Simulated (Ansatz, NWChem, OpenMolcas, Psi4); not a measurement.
# Computed against measured: atomisation enthalpy at 298 K

6 molecules with open shells; the atomisation enthalpy at 298 K in kJ/mol, computed less measured. Shapes, held fixed at every level: PBE0-D4/def2-TZVP. Flexible molecules stand in one conformer, not always the lowest. Thermal terms are harmonic and unscaled (PBE0-D4/def2-TZVP); the spin-orbit lowering of the free atoms is taken from their spectra. Programs: Ansatz 0.2.0, NWChem 7.3.0, OpenMolcas 26.06, Psi4 1.11. A level may come from different programs for different species; with the same settings they agree closely. Measured values: Active Thermochemical Tables.

Levels: A = HF/3-21G; B = SPW92/def2-TZVPP; C = PBE0-D4/def2-TZVPP; D = CCSD/def2-TZVPP.

```json
{"molecule": "C2HO (ethynyloxy radical)", "from tabulated heats": "1723", "A": "-759", "B": "+361", "C": "+36", "D": "-113"}
{"molecule": "CH3 (methyl radical)", "from tabulated heats": "1224", "A": "-310", "B": "+130", "C": "+3", "D": "-32"}
{"molecule": "CH3O (hydroxymethyl radical)", "from tabulated heats": "1636", "A": "-642", "B": "+280", "C": "+5", "D": "-71"}
{"molecule": "N2H3 (hydrazinyl radical)", "from tabulated heats": "1374", "A": "-811", "B": "+297", "C": "+19", "D": "-94"}
{"molecule": "C2H3O (SMILES C[C]=O)", "from tabulated heats": "2347", "A": "-879", "B": "+396", "C": "+21", "D": "-113"}
{"molecule": "C3H3 (SMILES [CH]1C=C1)", "from tabulated heats": "2318", "A": "-843", "B": "+403", "C": "+54", "D": "-117"}
```

**Question.** Sum up the errors.

**Answer.** 
```tsv
level	kind	mean error	mean absolute error	worst case
HF/3-21G	Hartree–Fock	-707.3	707.3	C2H3O
SPW92/def2-TZVPP	LDA	+311.2	311.2	C3H3
PBE0-D4/def2-TZVPP	global hybrid	+23.0	23.0	C3H3
CCSD/def2-TZVPP	coupled cluster or CI	-90.0	90.0	C3H3
```

On this set PBE0-D4/def2-TZVPP has the smallest mean absolute error and HF/3-21G the largest. HF/3-21G is too low in 6 of 6; SPW92/def2-TZVPP is too high in 6 of 6; PBE0-D4/def2-TZVPP is too high in 6 of 6; CCSD/def2-TZVPP is too low in 6 of 6. Heats of the atoms come from ATcT where it has them. The levels differ in basis as well as in method. For HF/3-21G and SPW92/def2-TZVPP and CCSD/def2-TZVPP the error tends to grow with the atomisation enthalpy. Hartree–Fock lacks correlation and underbinds. Correlated wave functions converge slowly with the basis. CCSD also lacks the triples, which bind further. Spin contamination: C2HO (⟨S²⟩ up to 0.89). Open shells run unrestricted. The set is small.
